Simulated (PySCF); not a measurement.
**The first ionisation energy along the third row**

All values are computed (PySCF 2.14, energy differences of UHF-based or UKS calculations, no spin-orbit coupling). Values in eV. The last column holds reference values (NIST; (s) semi-empirical, (t) theoretical, else measured). Unmarked ones compare directly (S terms, centres of terms, or small fine structure); those marked * lie between the lowest fine-structure levels and include a spin-orbit shift.

| element | configurations | UHF | LDA | PBE0 | MP2 (valence) | SCS-MP2 (valence and next inner shell) | MP2 (all electrons) | reference |
| --- | --- | --- | --- | --- | --- | --- | --- | --- |
| Mg (aug-cc-pCVQZ, non-relativistic) | [Ne] 3s2 → [Ne] 3s1 | 6.605 | 7.721 | 7.540 | 7.273 | 7.512 | 7.408 | 7.646 |
| Al (aug-cc-pwCVQZ, non-relativistic) | [Ne] 3s2 3p1 → [Ne] 3s2 | 5.609 | 6.036 | 6.098 | 5.856 | 5.832 | 5.844 | 5.977 |
| P (aug-cc-pwCVQZ, non-relativistic) | [Ne] 3s2 3p3 → [Ne] 3s2 3p2 | 9.905 | 10.577 | 10.528 | 10.527 | 10.361 | 10.545 | 10.526 |
| S (aug-cc-pwCVQZ, non-relativistic) | [Ne] 3s2 3p4 → [Ne] 3s2 3p3 | 9.238 | 10.568 | 10.405 | 10.108 | 10.218 | 10.123 | 10.336 |
| Cl (aug-cc-pwCVQZ, non-relativistic) | [Ne] 3s2 3p5 → [Ne] 3s2 3p4 | 11.763 | 13.201 | 12.953 | 12.874 | 12.911 | 12.900 | 12.974 |
| Ar (aug-cc-pwCVQZ, non-relativistic) | [Ar] → [Ne] 3s2 3p5 | 14.546 | 15.987 | 15.710 | 15.852 | 15.787 | 15.882 | 15.819 |

**Question.** Which of these methods has the smallest mean absolute error against the measured values here?

**Answer.** PBE0, with 0.071 eV.

| method | elements | mean error (eV) | mean absolute error (eV) | largest error (eV) |
| --- | --- | --- | --- | --- |
| UHF | 6 | -0.935 | 0.935 | -1.273 |
| LDA | 6 | 0.135 | 0.135 | 0.232 |
| PBE0 | 6 | -0.007 | 0.071 | 0.122 |
| MP2 (valence) | 6 | -0.131 | 0.142 | -0.373 |
| SCS-MP2 (valence and next inner shell) | 6 | -0.109 | 0.109 | -0.165 |
| MP2 (all electrons) | 6 | -0.096 | 0.123 | -0.238 |

Errors include the incompleteness of the basis and the frozen core.

"Valence" correlates the outer s and p shells and, in groups 3 to 12 and the f block, the outer d or f shell, open or full, or the next shell where the ion has no valence electron left; the wider scheme adds the next inner shell.
